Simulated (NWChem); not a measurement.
**One shape, several levels: C2H4F2O (SMILES COC(F)F)**

Wanted: a comparison of 3 runs (HF/STO-3G, HF/3-21G, B3LYP/6-31G*) of C2H4F2O. 

The calculation is run with NWChem 7.3.0.

## Step 1: Starting point

The species is C2H4F2O (9 atoms), meant as a singlet with charge 0. As SMILES, `COC(F)F`. The coordinates come from a PBE0-D4/def2-TZVP relaxation. This is one conformer, not always the lowest.

Bond lengths: C1–O2 1.417 Å, O2–C3 1.349 Å, C3–F4 1.360 Å, C3–F5 1.336 Å, C1–H6 1.096 Å, C1–H7 1.088 Å, C1–H8 1.093 Å, C3–H9 1.099 Å. Some angles: C1–O2–C3 113.9°, O2–C3–F4 111.2°, O2–C3–F5 107.6°, F4–C3–F5 107.4°, O2–C1–H6 110.9°, O2–C1–H7 106.4°, O2–C1–H8 111.2°, O2–C3–H9 113.6°, F4–C3–H9 107.3°, F5–C3–H9 109.7°.

## Step 2: Energy and forces at HF/STO-3G (run 1)

Contents of c2h4f2o.nw:

```
start c2h4f2o
memory stack 880 mb heap 220 mb global 1100 mb

geometry units angstrom noautosym nocenter noautoz
  C    -0.560000   -0.363900   -0.987900
  O     0.678700    0.036200   -0.429000
  C     0.604600    0.382100    0.873300
  F     0.382200   -0.706300    1.658700
  F     1.789300    0.891600    1.222900
  H    -1.321600    0.411900   -0.848400
  H    -0.385900   -0.506900   -2.051900
  H    -0.908700   -1.300000   -0.545200
  H    -0.190200    1.108900    1.090500
end

basis spherical bse
  * library STO-3G
end

scf
  thresh 1e-08
  maxiter 80
  print low
end

task scf gradient
```

The run is started by

```console
nwchem c2h4f2o.nw > c2h4f2o.out
```

Standard output:

```text
[...]
  functions       =    29
[...]
  wavefunction    = RHF
[...]
         Total SCF energy =   -347.051156713428
      One-electron energy =   -878.892768396340
      Two-electron energy =    332.893655002095
 Nuclear repulsion energy =    198.947956680816
        Time for solution =      1.0s
[...]
                         RHF ENERGY GRADIENTS
    atom               coordinates                        gradient
                 x          y          z           x          y          z
   1 C      -1.058247  -0.687671  -1.866860    0.007480  -0.001403  -0.001391
   2 O       1.282557   0.068408  -0.810692   -0.020865   0.012182   0.072524
   3 C       1.142528   0.722064   1.650298    0.027448  -0.005543  -0.051797
   4 F       0.722253  -1.334713   3.134488    0.005514   0.023318  -0.015322
   5 F       3.381287   1.684880   2.310946   -0.041810  -0.019435  -0.009577
   6 H      -2.497462   0.778378  -1.603244    0.001634   0.002459   0.000995
   7 H      -0.729245  -0.957902  -3.877529    0.002128   0.001867   0.003388
   8 H      -1.717194  -2.456644  -1.030279    0.003494   0.001289   0.000864
   9 H      -0.359426   2.095517   2.060746    0.014978  -0.014734   0.000315
 Task  times  cpu:        1.3s     wall:        1.3s
[...]
```

Run time: 1.9 s. Hardware: 1 thread of Intel Xeon 6975P-C (Granite Rapids), shared host; peak memory 0.097 GiB.

## Step 3: Energy and forces at HF/3-21G (run 2)

Contents of sp.xyz:

```xyz
9
C2H4F2O gradient
C     -0.560000    -0.363900    -0.987900
O      0.678700     0.036200    -0.429000
C      0.604600     0.382100     0.873300
F      0.382200    -0.706300     1.658700
F      1.789300     0.891600     1.222900
H     -1.321600     0.411900    -0.848400
H     -0.385900    -0.506900    -2.051900
H     -0.908700    -1.300000    -0.545200
H     -0.190200     1.108900     1.090500
```

Contents of run.py:

```python
from ase.io import read
from ase.calculators.nwchem import NWChem

mol = read('sp.xyz')

calc = NWChem(
    label='sp',
    theory='scf',
    memory='2200 mb',
    basis='3-21G',
    basispar='spherical bse',
    scf={'nopen': '0', 'rhf': None, 'thresh': '1e-08', 'maxiter': '80'},
)
mol.calc = calc

forces = mol.get_forces()
e = mol.get_potential_energy()
print(f"E = {e:.6f} eV")
print("forces (eV/A):")
for s, f in zip(mol.symbols, forces):
    print(f"{s:2s} {f[0]:10.5f} {f[1]:10.5f} {f[2]:10.5f}")
print("dipole (e A):", mol.get_dipole_moment().round(4))
```

The run is started by

```console
export ASE_NWCHEM_COMMAND="nwchem PREFIX.nwi > PREFIX.nwo"
python run.py
```

Standard output:

```text
E = -9520.727774 eV
forces (eV/A):
C    -1.15499   -0.60107   -1.05852
O     0.37487    0.11004   -0.02273
C    -0.55016    0.92735    0.65018
F    -0.16800   -0.40428    0.14738
F     0.68535    0.35378    0.29902
H     0.23531   -0.29424   -0.04206
H    -0.11061    0.04134    0.39101
H     0.12861    0.40212   -0.12655
H     0.55963   -0.53500   -0.23767
dipole (e A): [-0.6935  0.1056 -0.2858]
```

The calculator wrote sp.nwi:

```
title "sp"

permanent_dir sp

scratch_dir sp

start sp

geometry units angstrom nocenter noautosym noautoz
  C  -5.6000000000000005e-01 -3.6390000000000000e-01 -9.8790000000000000e-01
  O  6.7869999999999997e-01 3.6200000000000003e-02 -4.2899999999999999e-01
  C  6.0460000000000003e-01 3.8210000000000000e-01 8.7329999999999997e-01
  F  3.8219999999999998e-01 -7.0630000000000004e-01 1.6587000000000001e+00
  F  1.7892999999999999e+00 8.9159999999999995e-01 1.2229000000000001e+00
  H  -1.3216000000000001e+00 4.1189999999999999e-01 -8.4840000000000004e-01
  H  -3.8590000000000002e-01 -5.0690000000000002e-01 -2.0518999999999998e+00
  H  -9.0869999999999995e-01 -1.3000000000000000e+00 -5.4520000000000002e-01
  H  -1.9020000000000001e-01 1.1089000000000000e+00 1.0905000000000000e+00
end

memory 2200 mb

basis spherical bse noprint
   * library 3-21G
end

scf
  nopen 0
  rhf
  thresh 1e-08
  maxiter 80
end

task scf gradient
```

sp.nwo:

```text
Northwest Computational Chemistry Package (NWChem) 7.3.0
             --------------------------------------------------------

           Job information
           ---------------

    nwchem branch   = 7.3.0
    use scalapack   = T
    input           = sp.nwi
    prefix          = sp.
    data base       = sp/sp.db
    status          = startup
    nproc           =        1

           Memory information
           ------------------

    heap     =     72089598 doubles =      550.0 Mbytes
    stack    =     72089595 doubles =      550.0 Mbytes
    global   =    144179200 doubles =     1100.0 Mbytes (distinct from heap & stack)
    total    =    288358393 doubles =     2200.0 Mbytes
    verify   = yes
    hardfail = no

[... 137 lines left out ...]
 Convergence threshold     :          1.000E-08
[... 12 lines left out ...]
       Final RHF  results
[... 3 lines left out ...]
      One-electron energy =   -879.313059722179
[... 1 line left out ...]
 Nuclear repulsion energy =    198.947956680816
[... 39 lines left out ...]
                       ROHF Final Molecular Orbital Analysis
[... 234 lines left out ...]
                         RHF ENERGY GRADIENTS

    atom               coordinates                        gradient
                 x          y          z           x          y          z
   1 C      -1.058247  -0.687671  -1.866860    0.022461   0.011689   0.020585
   2 O       1.282557   0.068408  -0.810692   -0.007290  -0.002140   0.000442
   3 C       1.142528   0.722064   1.650298    0.010699  -0.018034  -0.012644
[... 5 lines of this table left out ...]
   9 H      -0.359426   2.095517   2.060746   -0.010883   0.010404   0.004622

                 ----------------------------------------
                 |  Time  |  1-e(secs)   |  2-e(secs)   |
                 ----------------------------------------
                 |  CPU   |       0.00   |       0.23   |
                 ----------------------------------------
                 |  WALL  |       0.00   |       0.23   |
                 ----------------------------------------

 Task  times  cpu:        1.3s     wall:        1.3s
 Total times  cpu:        1.3s     wall:        1.3s
```

Wall time 2.3 s (1 thread of Intel Xeon 6975P-C (Granite Rapids), shared host); peak memory 0.096 GiB.

## Step 4: Energy and forces at B3LYP/6-31G(d) (Cartesian functions) (run 3)

Contents of run.py:

```python
from ase import Atoms
from ase.calculators.nwchem import NWChem

molecule = Atoms('COCFFHHHH', positions=[
    [-0.560000, -0.363900, -0.987900],
    [0.678700, 0.036200, -0.429000],
    [0.604600, 0.382100, 0.873300],
    [0.382200, -0.706300, 1.658700],
    [1.789300, 0.891600, 1.222900],
    [-1.321600, 0.411900, -0.848400],
    [-0.385900, -0.506900, -2.051900],
    [-0.908700, -1.300000, -0.545200],
    [-0.190200, 1.108900, 1.090500],
])

calc = NWChem(
    label='work',
    theory='dft',
    memory='2200 mb',
    basis='6-31G*',
    dft={'xc': 'b3lyp', 'mult': '1', 'grid': 'xfine', 'convergence': 'energy 1e-08', 'iterations': '100', 'mulliken': None},
)
molecule.calc = calc

forces = molecule.get_forces()
print(f"energy = {molecule.get_potential_energy():.6f} eV")
print("forces (eV/A):")
for s, f in zip(molecule.symbols, forces):
    print(f"{s:2s} {f[0]:10.5f} {f[1]:10.5f} {f[2]:10.5f}")
print("dipole (e A):", molecule.get_dipole_moment().round(4))
```

The run is started by

```console
export ASE_NWCHEM_COMMAND="nwchem PREFIX.nwi > PREFIX.nwo"
python run.py
```

Standard output:

```text
energy = -9619.555076 eV
forces (eV/A):
C    -0.16450   -0.10274   -0.12547
O     0.25387    0.00144   -0.37024
C    -0.23063    0.21392    0.23983
F    -0.13791   -0.37512    0.23022
F     0.46902    0.24096    0.10331
H    -0.10310    0.06381    0.00581
H     0.01193   -0.01486   -0.11375
H    -0.05091   -0.08207    0.04412
H    -0.04777    0.05461   -0.01383
dipole (e A): [-0.4925  0.0655 -0.2411]
```

The calculator wrote work.nwi:

```
title "work"

permanent_dir work

scratch_dir work

start work

geometry units angstrom nocenter noautosym noautoz
  C  -5.6000000000000005e-01 -3.6390000000000000e-01 -9.8790000000000000e-01
  O  6.7869999999999997e-01 3.6200000000000003e-02 -4.2899999999999999e-01
  C  6.0460000000000003e-01 3.8210000000000000e-01 8.7329999999999997e-01
  F  3.8219999999999998e-01 -7.0630000000000004e-01 1.6587000000000001e+00
  F  1.7892999999999999e+00 8.9159999999999995e-01 1.2229000000000001e+00
  H  -1.3216000000000001e+00 4.1189999999999999e-01 -8.4840000000000004e-01
  H  -3.8590000000000002e-01 -5.0690000000000002e-01 -2.0518999999999998e+00
  H  -9.0869999999999995e-01 -1.3000000000000000e+00 -5.4520000000000002e-01
  H  -1.9020000000000001e-01 1.1089000000000000e+00 1.0905000000000000e+00
end

memory 2200 mb

basis noprint
   * library 6-31G*
end

dft
  xc b3lyp
  mult 1
  grid xfine
  convergence energy 1e-08
  iterations 100
  mulliken
end

task dft gradient
```

work.nwo:

```text
Northwest Computational Chemistry Package (NWChem) 7.3.0
             --------------------------------------------------------

           Job information
           ---------------

    nwchem branch   = 7.3.0
    use scalapack   = T
    input           = work.nwi
    prefix          = work.
    data base       = work/work.db
    status          = startup
    nproc           =        1

           Memory information
           ------------------

    heap     =     72089598 doubles =      550.0 Mbytes
    stack    =     72089595 doubles =      550.0 Mbytes
    global   =    144179200 doubles =     1100.0 Mbytes (distinct from heap & stack)
    total    =    288358393 doubles =     2200.0 Mbytes
    verify   = yes
    hardfail = no

[... 108 lines left out ...]
  convergence criterion.
[... 41 lines left out ...]
          Spatial weights used:  Erf1
[... 83 lines left out ...]
         Total DFT energy =     -353.512131555079
[... 3 lines left out ...]
 Nuclear repulsion energy =      198.947956680816
[... 648 lines left out ...]
          Convergence on gradient requested:  5.00D-04
[... 28 lines left out ...]
          total energy or number of iterations.
[... 26 lines left out ...]
                         DFT ENERGY GRADIENTS

    atom               coordinates                        gradient
                 x          y          z           x          y          z
   1 C      -1.058247  -0.687671  -1.866860    0.003199   0.001998   0.002440
   2 O       1.282557   0.068408  -0.810692   -0.004937  -0.000028   0.007200
   3 C       1.142528   0.722064   1.650298    0.004485  -0.004160  -0.004664
[... 5 lines of this table left out ...]
   9 H      -0.359426   2.095517   2.060746    0.000929  -0.001062   0.000269

                 ----------------------------------------
                 |  Time  |  1-e(secs)   |  2-e(secs)   |
                 ----------------------------------------
                 |  CPU   |       0.00   |       1.37   |
                 ----------------------------------------
                 |  WALL  |       0.00   |       1.37   |
                 ----------------------------------------

 Task  times  cpu:       27.1s     wall:       27.1s
 Total times  cpu:       27.1s     wall:       27.1s
```

It took 28 s on 1 thread of Intel Xeon 6975P-C (Granite Rapids), shared host; peak memory 0.14 GiB.

## Step 5: The series

| run | level | Cartesian functions | iteration cap | energy (Eh) | largest force (eV/Å) | wall time |
| --- | --- | --- | --- | --- | --- | --- |
| 1 | HF/STO-3G | no | 80 | -347.051157 | 3.931 | 1.9 s |
| 2 | HF/3-21G | no | 80 | -349.880295 | 1.678 | 2.3 s |
| 3 | B3LYP/6-31G* (Cartesian functions) | yes | 100 | -353.512132 | 0.537 | 28 s |

## Step 6: Outcome

```
                       quantity          value
            run 3: total energy  -353.51213 Eh
           run 3: dipole moment         2.65 D
             run 3: HOMO energy       -8.30 eV
             run 3: LUMO energy        2.55 eV
           run 3: HOMO–LUMO gap       10.85 eV
run 3: largest force on an atom     0.537 eV/Å
```

What this shows: In run 1 the basis is minimal, so the values are rough. All runs together took 32 s, the longest 28 s.
